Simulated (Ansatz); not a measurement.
Reaction (SMILES): CCl (CH3-Cl) → Cl[CH2] (CH2-Cl) + H atom
B3LYP-D3(BJ)/def2-TZVP geometries, fixed; electronic energies without zero-point terms.
Largest species:
```
C
H 1 1.0858
H 1 1.0858 2 110.57
H 1 1.0858 2 110.57 3 -122.80
Cl 1 1.7944 2 108.35 3 118.60
```
Charge 0, spin multiplicity 1.

Basis-set convergence of the bond dissociation energy at PBE with Ansatz (a first-principles code). Cartesian d functions, on some or all atoms, in 6-31G*, 6-31+G*, 6-311G**, 6-311+G**; all else is spherical. The program fits the integrals of some runs and decomposes those of others, by size. Open shells are unrestricted. No added dispersion term, no relativity. Functions are those of the species that has most. Reference: the value in pcseg-4, 102.11 kcal/mol, itself unsure by roughly 0.04 kcal/mol (its mean distance from aug-pcseg-3, aug-cc-pV(Q+d)Z, cc-pV(5+d)Z). Deviations are taken from unrounded values.

```tsv
basis	functions	bond dissociation energy (kcal/mol)
6-31G*	40	104.77
6-31+G*	48	103.97
def2-SVP	47	101.78
def2-SVPD	71	103.09
pcseg-1	47	102.90
aug-pcseg-1	77	103.18
cc-pV(D+d)Z	52	101.54
aug-cc-pV(D+d)Z	82	101.30
6-311G**	63	103.97
6-311+G**	71	103.24
def2-TZVP	86	101.96
def2-TZVPD	110	102.12
pcseg-2	106	102.33
aug-pcseg-2	165	102.37
cc-pV(T+d)Z	111	102.34
aug-cc-pV(T+d)Z	170	102.22
def2-TZVPP	115	102.19
def2-TZVPPD	139	102.33
cc-pV(Q+d)Z	209	102.27
aug-cc-pV(Q+d)Z	307	102.21
def2-QZVPP	217	102.13
def2-QZVPPD	241	102.18
pcseg-3	223	102.14
aug-pcseg-3	321	102.13
```

What the diffuse functions change, pair by pair:
- 6-31G* to 6-31+G*: 8 more functions, deviation 2.66 to 1.86 kcal/mol
- def2-SVP to def2-SVPD: 24 more functions, deviation -0.34 to 0.98 kcal/mol
- pcseg-1 to aug-pcseg-1: 30 more functions, deviation 0.79 to 1.07 kcal/mol
- cc-pV(D+d)Z to aug-cc-pV(D+d)Z: 30 more functions, deviation -0.58 to -0.82 kcal/mol
- 6-311G** to 6-311+G**: 8 more functions, deviation 1.85 to 1.13 kcal/mol
- def2-TZVP to def2-TZVPD: 24 more functions, deviation -0.15 to 0.00 kcal/mol
- pcseg-2 to aug-pcseg-2: 59 more functions, deviation 0.22 to 0.26 kcal/mol
- cc-pV(T+d)Z to aug-cc-pV(T+d)Z: 59 more functions, deviation 0.23 to 0.10 kcal/mol
- def2-TZVPP to def2-TZVPPD: 24 more functions, deviation 0.07 to 0.22 kcal/mol
- cc-pV(Q+d)Z to aug-cc-pV(Q+d)Z: 98 more functions, deviation 0.16 to 0.09 kcal/mol
- def2-QZVPP to def2-QZVPPD: 24 more functions, deviation 0.02 to 0.06 kcal/mol
- pcseg-3 to aug-pcseg-3: 98 more functions, deviation 0.03 to 0.01 kcal/mol

They bring the value nearer the reference by more than 0.04 kcal/mol in 5 of 12 pairs.
